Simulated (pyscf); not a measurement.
PySCF, gas phase, ωB97X-D3(BJ)/def2-SVP geometries.

**Question.** Estimate the classical barrier height and the reaction energy of H₃C–SiH₃ (SMILES C[SiH3]) + AgH (SMILES [AgH]) → H₃C–Ag (SMILES [CH3][Ag]) + SiH₄ (SMILES [SiH4]) at ωB97M-D3(BJ)/def2-TZVP. The step runs on the singlet surface, breaks C–Si, Ag–H and forms Ag–C, H–Si; take the separated reactants as zero.

**Answer.** ΔE‡ = 27.0 kcal/mol, ΔE = +9.1 kcal/mol. Zero-point energy shifts the barrier by +1.0 kcal/mol. It is a four-centre exchange, with an imaginary mode of 191i cm⁻¹. On the reactant side the descent ends in an adduct with a Ag–Si contact, 8.6 kcal/mol under the separated species and 29.5 kcal/mol under the saddle at ωB97X-D3(BJ)/def2-TZVP. On the product side the descent ends in an adduct with a Ag–Si, Ag–H contact, 14.3 kcal/mol under the separated species and 26.9 kcal/mol under the saddle at ωB97X-D3(BJ)/def2-TZVP. What is counted as broken (Ag–H) persists as a longer contact in the product adduct; parting that adduct is a step of its own. At ωB97X-D3(BJ)/def2-TZVP the barrier from the zero used here is 20.9 kcal/mol. One saddle was located; it need not be the lowest between these sides. Elements past Kr carry the def2 core potentials, without spin-orbit coupling.
